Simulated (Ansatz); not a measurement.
`[C-]#[N+]C` → 2 C• + 3 H• + N•  (atomization)

Isolated molecules relaxed with PBE0-D4/def2-TZVP in Ansatz; ΔE leaves out vibrations. CCSD(T)/CBS is extrapolated from def2-TZVPP and def2-QZVPP, frozen cores. Functionals use def2-TZVPP. HSE06 is defined as in plane-wave codes. No spin–orbit coupling; open shells (•) take unrestricted orbitals. Spin–orbit coupling would lower the free atoms: a little for C.

CCSD(T)/CBS gives +25.56 eV.

Problem. Another level gave +25.44 eV. Which?
A. PBE-QIDH/def2-TZVPP
B. HSE06/def2-TZVPP
C. CCSD/def2-TZVPP
D. CAM-B3LYP-D4/def2-TZVPP

Solution. A. PBE-QIDH 25.44, CAM-B3LYP-D4 25.85, HSE06 25.78, CCSD/def2-TZVPP 24.40 eV.

Largest T1 diagnostic among the species: 0.014.

In def2-TZVPP, CCSD(T) changes the Hartree–Fock value by +6.93 eV (the triples alone add +0.48 eV) and MP2 by +7.46 eV; breaking electron pairs costs correlation energy, which Hartree–Fock lacks. From r2SCAN to r2SCAN0 (25 % exact exchange), in def2-TZVPP and without D4, ΔE moves by −0.54 eV: exact exchange takes away binding that semilocal exchange gives to molecules. The D4 term adds +0.11 eV with B3LYP and +0.06 eV with PBE0; it sums over pairs of atoms, weighted by their polarisabilities, and B3LYP, whose exchange is more repulsive, gets the larger term.

B3LYP here is the variant with VWN-RPA as its local correlation; programs differ in this.

CCSD(T)/CBS has its own doubt, a few kJ/mol and more with outer-core shells, so smaller differences from it don't rank the levels.
